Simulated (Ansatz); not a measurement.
What does this script print? It uses the Python package of Ansatz (0.2.0).

`cas_ch5b.py`:
```python
"""Static correlation in CH5B: natural occupations of an active space."""

import ansatz as az

SETTINGS = {
    "basis": "cc-pVDZ",
}

GEOMETRY = """
B    -0.21140   -0.91000    0.04540
C     0.18190    0.65250   -0.03340
H     0.40650   -1.66140    0.53930
H    -1.21590   -1.19270   -0.43900
H     0.32260    1.03890    0.97940
H     1.14330    0.75190   -0.58780
H    -0.56580    1.25270   -0.54950
"""


def main() -> None:
    geometry = az.Crystal.molecule()
    for line in GEOMETRY.strip().splitlines():
        symbol, *xyz = line.split()
        geometry = geometry.atom(symbol, [float(v) for v in xyz])

    base = geometry.calculation()
    base = base.basis(gaussian=SETTINGS["basis"])
    base = base.correlation(active_electrons=2, active_orbitals=2)
    for method in [None, "sc_nevpt2"]:
        data = (base if method is None else base.correlation(method)).run(threads=1, pin="off").report
        space = data["configurations"]
        state = space["states"][0]
        print(method or "casscf", f"total {data['free_energy_ev'] / 27.211386246:.6f} Ha, active-space state {state['energy']['hartree']:.6f} Ha, mean field {data['reference_energy_ev'] / 27.211386246:.6f} Ha")
        print("  determinants", state["n_determinants"], " natural occupations", [round(n, 3) for n in space["natural_occupations"]])


if __name__ == "__main__":
    main()
```

```console
$ python cas_ch5b.py
casscf total -65.451683 Ha, active-space state -65.451683 Ha, mean field -65.436149 Ha
  determinants 4  natural occupations [1.982, 0.018]
sc_nevpt2 total -65.668826 Ha, active-space state -65.451682 Ha, mean field -65.436149 Ha
  determinants 4  natural occupations [1.982, 0.018]
```

What to keep in mind:
- These settings explore the input space; basis and method may be short of convergence.
- The geometry is a force-field or estimated start, not a minimum of this method, and the basis set is short of its limit. The active space starts as a window about the frontier orbitals and is then optimised, not chosen by chemistry.
- Hardware and time: 1.9 s on 1 thread of Arm Neoverse V2 (shared host), peak memory 0.14 GiB.

(Lines on the test bed's own set-up are left out of the output.)
